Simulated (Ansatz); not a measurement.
1T (CdI2-type) PtSe2

All values below come from r²SCAN in Ansatz (plane waves, PAW).

Settings: plane-wave cutoff 500 eV, 12×12×8 k mesh (along the axes of the cell as run), Fermi–Dirac smearing 0.05 eV, scalar-relativistic PAW data made under PBE.

Cell: relaxed at this level.

equilibrium volume per atom: 23.25 Å³/atom
equilibrium lattice constant a: 3.717 Å
lattice parameter c: 5.830 Å
band gap: 0.63 eV (on the SCF k mesh)

Measured, for comparison: band gap 0 eV (temperature not stated, no zero-point or thermal correction, semimetal, ARPES; as tabulated in Two-dimensional noble-metal chalcogenides and phosphochalcogenides, Angew. …); lattice constant a 3.727 Å (temperature not stated, no zero-point or thermal correction; as tabulated in Björkman (2014), arXiv:1406.2436); lattice parameter c 5.074 Å (temperature not stated, zero-point anharmonic expansion removed (computed with revB86b-DF2); no thermal correction; as tabulated in Björkman (2014), arXiv:1406.2436). Computed (rounded) less measured: lattice constant a -0.3 %, lattice parameter c +14.9 %.

Note: the cell comes from a level without a dispersion term, which matters for the spacing of layers, chains or molecules; the cell has widely spaced layers and the level no dispersion term, so their spacing and the moduli can rest on weak binding.

Spin–orbit coupling is not included; with these elements it can move the gap by several tenths of an eV or more.

The computed numbers hold no vibrational or temperature effects.

Computing time: around 8 core-minutes (rough).

Ansatz is a first-principles code.
